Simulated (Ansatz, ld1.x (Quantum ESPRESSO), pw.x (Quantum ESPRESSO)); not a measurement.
## Rb (Z = 37): does the TM potential hold in the solid?

rubidium (Rb), norm-conserving Troullier–Martins (Kleinman–Bylander form), made with ld1.x (Quantum ESPRESSO) 7.5 (PBEsol, scalar-relativistic). Core [Kr], reference 5s1 5p0. Waves: 5s (bound): rc 4.10 bohr; 5p (bound, empty): rc 3.80 bohr; 4d channel at 0.15 Ry: rc 3.80 bohr. Local part: all-electron potential smoothed inside 3.85 bohr (lloc = -2). Core correction: a·sin(br)/r model core inside 3.75 bohr.

Crystal test: bcc Rb in pw.x 7.5, no spin, 8³ k-points, Fermi–Dirac smearing 0.01 Ry, cutoffs 50/200 Ry. The reference is all-electron LAPW (Ansatz 0.2.0) with the same functional, mesh and smearing; V0 and B0 come from Birch–Murnaghan fits to the pressures at five volumes. Errors are pseudo minus all-electron; Δ is the rms difference of the E(V) curves that follow from these fits, minima aligned, over ±6 % about the mean V0. Mesh and smearing are coarse, so the numbers serve the comparison and aren't converged zero-temperature values; the lattice is a test structure that the element need not adopt.

All-electron: a0 = 5.579 Å (V0 = 86.80 Å³/atom), B0 = 2.9 GPa.

**Question.** How far does the potential miss the all-electron equation of state?

**Answer.** mean pressure error (GPa): +0.03; a0 (Å): 5.597; a0 error (%): +0.33; B0 error (%): +7.3; Δ (meV/atom): 0.6. The logarithmic derivative shows an extra or strongly shifted pseudo pole above the reference energy (s near 1.24 Ry).

```csv
V (Å³/atom),P all-electron (GPa),P pseudo (GPa)
82.546,0.16,0.21
84.719,0.07,0.11
86.891,-0.00,0.03
89.063,-0.07,-0.05
91.236,-0.13,-0.11
```

**Question.** At the middle volume, how do free energy and pressure move when the wave cutoff is lowered (ecutrho kept at four times it)?

**Answer.**

```json
{"cutoff (Ry)": "22", "shift of F (meV/atom)": "+0.1", "shift of P (GPa)": "-0.00"}
{"cutoff (Ry)": "30", "shift of F (meV/atom)": "+0.0", "shift of P (GPa)": "-0.00"}
{"cutoff (Ry)": "40", "shift of F (meV/atom)": "+0.0", "shift of P (GPa)": "+0.00"}
```

The run at the middle volume (29 k-points, 6 iterations) took about 10 s on one core of a shared host (Neoverse-V2, 96 threads, 742 GiB, load 74).
